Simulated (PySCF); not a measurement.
## Molecular orbitals of SiS⁺

PBE0 at R = 2.076 Å; Si def2-TZVP, S def2-TZVP; no relativity (PySCF 2.14). State: ²Π (doublet), unpaired electrons π ↑. Only the outer orbitals are listed, counted within each symmetry.

```
spin  orbital  occ.  ε (eV)  on Si (%)           main shells (%)
   α       7σ     1  -27.67         13            84 S s, 8 Si s
   α       8σ     1  -19.75         59   58 Si s, 27 S p, 13 S s
   α       3π     1  -16.48         14           85 S p, 10 Si p
   α       3π     1  -15.30         18           81 S p, 15 Si p
   α       9σ     1  -15.10         60  39 S p, 30 Si p, 28 Si s
   α       4π     0   -9.57         87           87 Si p, 10 S p
   α       4π     0   -9.16         84           84 Si p, 14 S p
   α      10σ     0   -5.60         85  70 Si p, 16 S p, 12 Si d
   β       7σ     1  -26.43         17           79 S s, 11 Si s
   β       8σ     1  -19.40         59   58 Si s, 25 S p, 16 S s
   β       9σ     1  -14.93         58  40 S p, 32 Si p, 25 Si s
   β       3π     1  -14.93         21           78 S p, 18 Si p
   β       3π     0  -12.25         31           68 S p, 28 Si p
   β       4π     0   -9.13         81           81 Si p, 17 S p
   β       4π     0   -8.75         72           70 Si p, 27 S p
```

Task: Which are the highest filled and the lowest empty level, where do they sit, and how wide is the gap?

Result: Highest filled β 3π at -14.93 eV (in %: 78 S p, 18 Si p); lowest empty β 3π at -12.25 eV (in %: 68 S p, 28 Si p); the gap at PBE0 is 2.68 eV. Both belong to one degenerate shell, split only by its one-sided filling, so this is no excitation gap.

- bond order (Mayer): 1.73
- ⟨S²⟩: 0.756
- charge on Si (Mulliken, basis-dependent): 0.79
- charge on Si (Löwdin, basis-dependent): 0.49
- dipole moment (positive dipole points towards S; it is taken about the centre of mass and depends on that origin): -2.43 D
- polarisability along the bond: 51.6 bohr³
- polarisability across the bond: 31.2 bohr³

The state was picked by a PBE0 search and need not be the measured ground state.
